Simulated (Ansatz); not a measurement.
# Graphite

Computed with HSE06 in Ansatz (plane waves, PAW).

Run with plane-wave cutoff 500 eV, 12×12×4 k mesh (along the axes of the cell as run), Fermi–Dirac smearing 0.05 eV, scalar-relativistic PAW data made under PBE.

Cell (relaxed at this level):

```cif
data_C4
_chemical_formula_sum 'C4'
_space_group_name_H-M_alt 'P 1'
_space_group_IT_number 1
_cell_length_a 2.44984
_cell_length_b 2.44984
_cell_length_c 8.03079
_cell_angle_alpha 90.000
_cell_angle_beta 90.000
_cell_angle_gamma 120.000
loop_
_space_group_symop_operation_xyz
  'x, y, z'
loop_
_atom_site_label
_atom_site_type_symbol
_atom_site_fract_x
_atom_site_fract_y
_atom_site_fract_z
_atom_site_occupancy
C1 C 0.00000 0.00000 0.25000 1
C2 C 0.00000 0.00000 0.75000 1
C3 C 0.33333 0.66667 0.25000 1
C4 C 0.66667 0.33333 0.75000 1
```

For graphite, the equilibrium volume per atom is 10.44 Å³/atom, the lattice parameter a is 2.450 Å and the c axis length is 8.031 Å.

Measured, for comparison: lattice constant a 2.461 Å (300 K, not corrected to a static lattice, our sources range from 2.456 to 2.461; as tabulated in Wikipedia's data pages); lattice parameter c 6.67 Å (low temperature, zero-point motion not removed; as tabulated in Berland et al. (2010), arXiv:1007.3305). Computed (rounded) less measured: lattice constant a -0.4 % (-0.2 % to -0.4 % over the range), lattice parameter c +20.4 %. A static lattice is as a rule a little smaller and stiffer than an uncorrected measurement, which narrows the difference in the lattice constant a and would widen misses of the other sign.

Note: exact exchange on metals is sensitive to the k mesh and can open a false gap; the run warned that the count of filled bands differs between k points; the cell comes from a level without a dispersion term, which matters for the spacing of layers, chains or molecules.

Static lattice: no zero-point or thermal effects.

Cost on a shared machine: very roughly 20 core-minutes.

Ansatz is an electronic-structure program.
